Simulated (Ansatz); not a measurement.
Input file:

```yaml
crystal:
  periodic: [false, false, false]
  atoms:
    - {symbol: Ge, position_ang: [0.000000, 0.000000, 0.000000]}
    - {symbol: H, position_ang: [0.000000, 0.000000, 1.912000]}
basis:
  gaussian: {orbitals: cc-pVQZ}
total_charge: 1
magnetization: {spin_polarized: false}
correlation: {method: bccd, electrons: outside_noble_gas, diis_vectors: 1}
accuracy: high
```

```sh
$ ansatz run in.yaml --threads 1 --pin off --events-out ev --progress --plain --max-ram 2393MiB
```

Output:

```
1271 factors; integrals over basis functions are off by at most 4.5e-9 eV
mean field evaluation 1: about -56480.6930 eV, gradient 9.7e0 eV
mean field evaluation 2: about -56480.6945 eV, gradient 9.7e0 eV
mean field evaluation 4: about -56481.1940 eV, gradient 9.0e-1 eV
mean field evaluation 8: about -56481.1985 eV, gradient 1.4e-5 eV
mean field evaluation 16: about -56481.1928 eV, gradient 9.0e-1 eV
mean field -56481.19852164 eV, -2075.6457613389 hartree, gradient 9.8e-9 eV, S^2 0.000000; 0 other end points of the search recorded, 0 dependent functions left out
14 core orbitals not correlated: weight in the atoms' cores, before any rotation towards them, 1.000 or more for the frozen orbitals, at most 0.000 for the correlated occupied ones
reference -56481.19852164 eV, -2075.6457613389 hartree; 2, 2 occupied and 82, 82 virtual orbitals, 1271 factors
second order -1.93488415 eV of doubles, -0.00000000 eV of singles
cycle   1  -2.27882928 eV  change   -3.4e-1 eV  update   6.1e-2
cycle   2  -2.49584381 eV  change   -2.2e-1 eV  update   2.8e-2
cycle   3  -2.50026872 eV  change   -4.4e-3 eV  update   5.7e-3
cycle   4  -2.50134736 eV  change   -1.1e-3 eV  update   2.0e-3
cycle   5  -2.50019809 eV  change    1.1e-3 eV  update   6.6e-4
...
cycle  19  -2.50005494 eV  change   -3.3e-9 eV  update   2.5e-8
cycle  20  -2.50005491 eV  change    2.5e-8 eV  update   1.9e-8
cycle  21  -2.50005418 eV  change    7.3e-7 eV  update   1.8e-7
cycle  22  -2.50005390 eV  change    2.7e-7 eV  update   6.7e-8
cycle  23  -2.50005384 eV  change    6.0e-8 eV  update   1.7e-8
cycle  24  -2.50005384 eV  change    6.5e-9 eV  update   5.1e-9
cycle  25  -2.50005384 eV  change    1.3e-9 eV  update   2.1e-9
cycle  26  -2.50005384 eV  change    1.1e-9 eV  update   1.0e-9
cycle  27  -2.50005384 eV  change   4.7e-10 eV  update  5.2e-10
cycle  28  -2.50005383 eV  change   2.7e-10 eV  update  2.5e-10
Total energy: -56483.69857548 eV, -2075.7376366227 hartree
```

Ran on 1 thread of Arm Neoverse V1, shared host: 7 s wall, 0.47 GiB peak host memory.
